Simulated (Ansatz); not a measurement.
A made-up structure of CH$_{4}$Si, singlet:

C1  (-0.713, -0.528, -0.255)
Si2  (0.599, 0.444, 0.215)
H3  (0.763, -0.684, -0.633)
H4  (-0.932, -0.737, -1.296)
H5  (0.909, 0.735, 1.630)
H6  (1.521, 1.064, -0.760)
(Å)

It is relaxed with PBE-D4/def2-SVP and then PBE0-D4/def2-TZVP (Ansatz 0.2.0). Atoms count as bonded within 1.22 times the sum of their covalent radii (H–H: 0.88 Å). The end point is not checked to be a true minimum.

Q: Does its bonding change? (Judge from chemistry; the calculation decides.)

A: Computed: Yes. Formed: C1–H3; broken: Si2–H3.

Where it ends: The first stage lowers the energy by 3.35 eV in 13 steps. It ends as CH₄Si ([CH2][SiH2]):
```
6
angstrom
C -0.1367 -0.5665 -0.6608
Si 0.7739 0.5663 0.2184
H 0.2226 -1.0032 -1.5853
H -1.1148 -0.8993 -0.3335
H 0.2945 1.1681 1.4804
H 2.1084 1.0283 -0.2181
```

Labels in which every atom is bracketed show which atoms are joined, not bond orders.

For scale, one of the runs: PBE0-D4/def2-TZVP relaxation, 92 basis functions, launched by `ansatz run in.yaml --threads 2 --pin off --events-out ev --progress --plain --max-ram 4352MiB`. Hardware: 2 CPU threads of an Arm Neoverse V1, shared host. Wall time about 4.8 s.
